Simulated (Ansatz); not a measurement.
Group exchange: HOF + C4H9N → H3NO + C4H7F

Species: HOF (hypofluorous acid) `OF`, singlet; C4H9N (cyclobutylamine) `NC1CCC1`, singlet; H3NO (hydroxylamine) `NO`, singlet; C4H7F `FC1CCC1`, singlet. The partners trade F for NH2: O–F and C–NH2 bonds give way to O–NH2 and C–F.

Shapes, held fixed at every level: PBE0-D4/def2-TZVP. Flexible molecules stand in one conformer, not always the lowest. Programs: Ansatz 0.2.0. The zero-point and thermal change to 298 K, harmonic and unscaled (PBE0-D4/def2-TZVP), is +3.8 kJ/mol.

**Question.** Estimate ΔH(298 K) of this reaction.

**Answer.** The highest level, CCSD(T)/CBS estimate, gives ΔH(298 K) = -186.2 kJ/mol; the levels span -197.5 to -177.3. The column of differences is taken from that level and isn't an error. No measured value is set beside it here. The CBS estimate extrapolates MP2 from def2-TZVPP and def2-QZVPP and adds CCSD(T) − MP2 in the triple-zeta set, cores frozen. Times are processor times on shared x86 and Arm servers, and rough.

| level | kind | ΔH(298 K) (kJ/mol) | less CCSD(T)/CBS estimate | CPU time (sum over the molecules) |
| --- | --- | --- | --- | --- |
| B3LYP-D4/def2-TZVPP | global hybrid | -183.3 | +2.9 | 34 s |
| BHLYP-D4/def2-TZVPP | global hybrid | -197.5 | -11.3 | 21 s |
| B2PLYP/def2-TZVPP | double hybrid | -188.4 | -2.2 | 42 s |
| CCSD(T)/def2-SVP | coupled cluster or CI | -177.3 | +8.9 | 37 s |
| CCSD/def2-SVP | coupled cluster or CI | -183.2 | +3.0 | – |
| CCSD/def2-TZVPP | coupled cluster or CI | -188.7 | -2.5 | – |
| CCSD(T)/CBS estimate | coupled cluster or CI | -186.2 | 0.0 | 20 min |
